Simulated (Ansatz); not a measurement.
## How far each method lies from UCCSDT(Q) for SiS⁺, doublet

Geometry: that of the SiS, singlet, kept fixed.

```xyz
2

Si    0.0000    0.0000    0.0000
S     0.0000    0.0000    1.9300
```

Basis cc-pVDZ; Ansatz 0.2.0. Correlated methods freeze the noble-gas cores, which leaves 9 electrons in 26 orbitals. Prefix R: restricted or restricted open-shell reference; prefix U: unrestricted. Active spaces: valence = (9e, 8o) chosen from the atoms' valence shells.

Full CI isn't at hand for all of this; UCCSDT(Q) serves as the reference, and is uncertain by about the last step of the cluster series. The frozen core follows each run's orbitals, which can shift R against U totals by a few meV.

HF rows are the lowest solutions found. Coupled cluster chose its determinant by trial CCSD, here up to 0.52 eV above the lowest Hartree–Fock solution of its kind, and MP2 stands on that determinant too.

- UHF ⟨S²⟩: 0.835
- ⟨S²⟩ of the determinant under UCCSD: 0.784
- T1 diagnostic (RCCSD): 0.0389
- largest doubles amplitude (RCCSD): 0.084
- T1 diagnostic (UCCSD): 0.0368

```csv
level,E − E(UCCSDT(Q)) (kJ/mol),share of correlation (%),wall time
RHF†,555.9,–,–
UMP2,96.2,84.15,–
RCCSD,41.7,93.12,–
UCCSD,40.2,93.38,–
RCCSD(T),6.9,98.86,3.7 s
UCCSD(T),7.4,98.78,4.8 s
BCCD(T),7.6,98.75,3.2 s
RCCSDT,3.7,99.39,–
UCCSDT,3.4,99.44,–
RCCSDT(Q),1.4,99.77,9.5 s
CASSCF (valence space),363.6,40.05,–
NEVPT2 (valence space),79.1,86.96,2.8 s
MRCISD (valence space),25.7,95.77,–
MRCISD+Q (valence space),1.9,99.69,3.6 s
MRCISD+Q(relaxed) (valence space),-0.6,100.10,4.1 s
```

A dagger marks rows that describe another state than the reference (another or a broken symmetry, a higher spin or other natural occupations), so the difference isn't the method's error.

The correlation energy at UCCSDT(Q), counted from the determinant under the R cluster runs, is -6.286 eV. That run took 11 s on 1 thread of AMD EPYC 7B13, shared host.

Run but not shown, since their state, orbitals or frozen core can't be matched to the reference's or they repeat it: UHF, RMP2, CISD.

Times hold each run's SCF and search for its determinant on a shared host, so for small cases they say little of a method's own cost; they ran on 1 thread of AMD EPYC 7B13. Some runs computed forces too.

Natural occupations of CASSCF (valence space) about the gap: 1.994 1.945 1.936 1.936 1.017 0.071 0.071 0.030; effectively unpaired electrons, Σ n²(2−n)², 1.08.
